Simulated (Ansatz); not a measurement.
Species: C₂H₃O, SMILES `C[C]=O` (charge 0, multiplicity 2).

Task: Give a relaxed geometry from PBE-D3(BJ)/def2-TZVP in Ansatz (a program for electronic structure).

Result: the end point of this relaxation (outside a Z-matrix the atoms follow the SMILES, hydrogens last).
Z-matrix (Å, degrees):
```
C
H 1 1.0992
H 1 1.0992 2 106.78
H 1 1.1021 2 110.58 3 120.33
C 1 1.5045 2 108.55 3 -116.81
O 5 1.1895 1 128.91 2 -122.36
```
